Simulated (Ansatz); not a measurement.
Born–Oppenheimer molecular dynamics of BH2S (4 atoms, charge -1, multiplicity 1). It starts from a relaxed structure.

Theory: Ansatz 0.2.0, RKS r2SCAN/def2-SVP.

| Property | Result |
| --- | --- |
| ensemble | NVT, Nosé–Hoover chain |
| time step | 0.5 fs |
| steps asked | 500 |
| set temperature | 400 K |
| thermostat | time constant 100 fs, chain length 3 (defaults) |
| seed | 710551 |

First frame:

```xyz
4
Properties=species:S:1:pos:R:3
B -0.080 0.021 -0.041
S 1.430 -0.381 0.730
H -1.158 -0.538 0.226
H -0.193 0.898 -0.915
```

Task: What does the run give?

Result: The run went to its last step.

```json
{"steps done": "500", "time covered": "250 fs", "mean temperature over the second half": "455 K", "spread of the potential energy over the second half": "17.3 meV per atom", "mean potential energy of the second half above the start": "30.9 meV per atom"}
```

The conserved energy stayed within 0.11 meV per atom of its start (net change 0.092 meV per atom), so the integration is sound. The mean temperature of the second half is 14 % above the set value. A run of 0.25 ps of so small a system gives no equilibrium averages. Limits of this set-up: an anion without diffuse functions, the dipole of an ion depends on the origin.

Task: What happens to the structure?

Result: The same pairs are bonded in the first frame and the last. Pairs count as bonded within 1.25 times the sum of covalent radii (0.12 Å more for H–H). Another seed would give other details.

Task: How do temperature and energy run in time?

Result: 
```json
{"time (fs)": "0.0", "T (K)": "400", "potential energy less start (eV)": "0.000", "conserved less start (meV/atom)": "0.00"}
{"time (fs)": "8.0", "T (K)": "35", "potential energy less start (eV)": "0.095", "conserved less start (meV/atom)": "0.04"}
{"time (fs)": "16.0", "T (K)": "287", "potential energy less start (eV)": "0.030", "conserved less start (meV/atom)": "0.01"}
{"time (fs)": "24.0", "T (K)": "228", "potential energy less start (eV)": "0.046", "conserved less start (meV/atom)": "0.02"}
{"time (fs)": "32.0", "T (K)": "104", "potential energy less start (eV)": "0.079", "conserved less start (meV/atom)": "0.03"}
{"time (fs)": "40.0", "T (K)": "369", "potential energy less start (eV)": "0.012", "conserved less start (meV/atom)": "0.00"}
{"time (fs)": "48.0", "T (K)": "51", "potential energy less start (eV)": "0.097", "conserved less start (meV/atom)": "0.04"}
{"time (fs)": "56.0", "T (K)": "326", "potential energy less start (eV)": "0.027", "conserved less start (meV/atom)": "0.01"}
{"time (fs)": "64.0", "T (K)": "198", "potential energy less start (eV)": "0.065", "conserved less start (meV/atom)": "0.03"}
{"time (fs)": "72.0", "T (K)": "175", "potential energy less start (eV)": "0.073", "conserved less start (meV/atom)": "0.03"}
{"time (fs)": "80.0", "T (K)": "344", "potential energy less start (eV)": "0.034", "conserved less start (meV/atom)": "0.02"}
{"time (fs)": "88.0", "T (K)": "131", "potential energy less start (eV)": "0.094", "conserved less start (meV/atom)": "0.04"}
{"time (fs)": "96.0", "T (K)": "323", "potential energy less start (eV)": "0.049", "conserved less start (meV/atom)": "0.02"}
{"time (fs)": "104.0", "T (K)": "296", "potential energy less start (eV)": "0.065", "conserved less start (meV/atom)": "0.03"}
{"time (fs)": "112.0", "T (K)": "175", "potential energy less start (eV)": "0.101", "conserved less start (meV/atom)": "0.04"}
{"time (fs)": "120.0", "T (K)": "462", "potential energy less start (eV)": "0.037", "conserved less start (meV/atom)": "0.02"}
{"time (fs)": "128.0", "T (K)": "149", "potential energy less start (eV)": "0.128", "conserved less start (meV/atom)": "0.05"}
{"time (fs)": "136.0", "T (K)": "426", "potential energy less start (eV)": "0.063", "conserved less start (meV/atom)": "0.03"}
{"time (fs)": "144.0", "T (K)": "419", "potential energy less start (eV)": "0.082", "conserved less start (meV/atom)": "0.04"}
{"time (fs)": "152.0", "T (K)": "170", "potential energy less start (eV)": "0.152", "conserved less start (meV/atom)": "0.07"}
{"time (fs)": "160.0", "T (K)": "728", "potential energy less start (eV)": "0.024", "conserved less start (meV/atom)": "0.01"}
{"time (fs)": "168.0", "T (K)": "94", "potential energy less start (eV)": "0.200", "conserved less start (meV/atom)": "0.08"}
{"time (fs)": "176.0", "T (K)": "711", "potential energy less start (eV)": "0.048", "conserved less start (meV/atom)": "0.02"}
{"time (fs)": "184.0", "T (K)": "433", "potential energy less start (eV)": "0.137", "conserved less start (meV/atom)": "0.05"}
{"time (fs)": "192.0", "T (K)": "329", "potential energy less start (eV)": "0.168", "conserved less start (meV/atom)": "0.06"}
{"time (fs)": "200.0", "T (K)": "867", "potential energy less start (eV)": "0.042", "conserved less start (meV/atom)": "0.02"}
{"time (fs)": "208.0", "T (K)": "106", "potential energy less start (eV)": "0.245", "conserved less start (meV/atom)": "0.11"}
{"time (fs)": "216.0", "T (K)": "917", "potential energy less start (eV)": "0.040", "conserved less start (meV/atom)": "0.02"}
{"time (fs)": "224.0", "T (K)": "375", "potential energy less start (eV)": "0.187", "conserved less start (meV/atom)": "0.08"}
{"time (fs)": "232.0", "T (K)": "476", "potential energy less start (eV)": "0.162", "conserved less start (meV/atom)": "0.06"}
{"time (fs)": "240.0", "T (K)": "858", "potential energy less start (eV)": "0.067", "conserved less start (meV/atom)": "0.03"}
{"time (fs)": "248.0", "T (K)": "198", "potential energy less start (eV)": "0.239", "conserved less start (meV/atom)": "0.10"}
```

Time of the run: 5.7 min on 1 thread of Arm Neoverse V1, on a shared host, peak memory 0.22 GiB.
